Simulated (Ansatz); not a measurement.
Two isomers of C5H6: A = `C=C=C1CC1`, B = `C=CC1=CC1`.

Computed with Ansatz on PBE0-D4/def2-TZVP structures; ΔE is electronic, products minus reactants. CCSD(T)/CBS adds triple-zeta CCSD(T) − MP2 to the extrapolated MP2 energy (def2 sets, frozen cores). Functionals use def2-TZVPP. B3LYP here is the variant with VWN-RPA as its local correlation; programs differ in this. Each species was taken in one conformer, which may not be the lowest.

(1) Which isomer does CCSD(T)/CBS put lower? Give the gap. (An estimate is asked.)

(2) Give E(B) − E(A) in kJ/mol with PBE-D4, B2PLYP, CCSD(T)/def2-SVP, BLYP-D4, MP2/def2-TZVPP, HF/def2-TZVPP, B3LYP. (Best estimate.)

(3) Does the order hold for the free energy at 298.15 K (harmonic terms from PBE0-D4)? (Best estimate.)

Largest T1 diagnostic: 0.011.

Results:

(1) Computed: A, by 0.3 kJ/mol. So small a gap doesn't settle the order.

(2) Computed: PBE-D4 14.2, B2PLYP 6.6, CCSD(T)/def2-SVP -1.5, BLYP-D4 11.0, MP2/def2-TZVPP -1.7, HF/def2-TZVPP 1.9, B3LYP 12.2. The order is the other way round with CCSD(T)/def2-SVP, MP2/def2-TZVPP.

(3) Ansatz gave: Too close to call: G(B) − G(A) = -1.3 kJ/mol, for one conformer each.

Leaving LDA and LC-ωPBE aside and taking each functional with its dispersion term where it has one, the values, not all of them listed here, spread over 8.5 kJ/mol, from PBE-QIDH to r2SCAN-D4. LDA lies +4.5 kJ/mol from PBE without D4. From BLYP to BHLYP (50 % exact exchange), in def2-TZVPP and without D4, E(B) − E(A) moves by −5.1 kJ/mol.
